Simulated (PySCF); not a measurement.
## SiH₃ + 2 Cl₂ → SiCl + 3 HCl

Level: PBE0 in the def2-TZVP basis family, all electrons, no relativity, computed in PySCF with density fitting; open shells unrestricted.

```
species                                  state and structure  ZPE (kJ/mol)  H(298 K) − H(0) (kJ/mol)  S° (J/(mol K))
   SiH₃  doublet, C3v, Si–H 1.486 Å (×3); H–Si–H 111.2° (×3)          55.6                      10.4           217.1
    Cl₂                          singlet, D∞h, Cl–Cl 1.982 Å           3.5                       9.1           222.5
   SiCl                          doublet, C∞v, Si–Cl 2.067 Å           3.2                       9.2           232.8
    HCl                           singlet, C∞v, H–Cl 1.279 Å          17.9                       8.7           186.6
```

**Question.** Is the gas-phase reaction uphill or downhill in electronic energy at this level, and by how much?

**Answer.** At PBE0/def2-TZVP, ΔE = -304.8 kJ/mol, downhill. 

**Question.** Add zero-point, thermal and entropy terms for 298.15 K and 1 bar.

**Answer.** ΔZPE = -5.7 and Δ[H(298) − H(0)] = 6.7 kJ/mol give ΔH° = -303.8 kJ/mol. ΔS° = 130.5 J/(mol K), so ΔG° = -303.8 − 298.15 × (0.1305) = -343 kJ/mol.

The entropy of SiCl lacks the orbital degeneracy of a ²Π state, up to R ln 2. Each species is the lowest minimum found with this bonding; other isomers or fragments can lie lower.
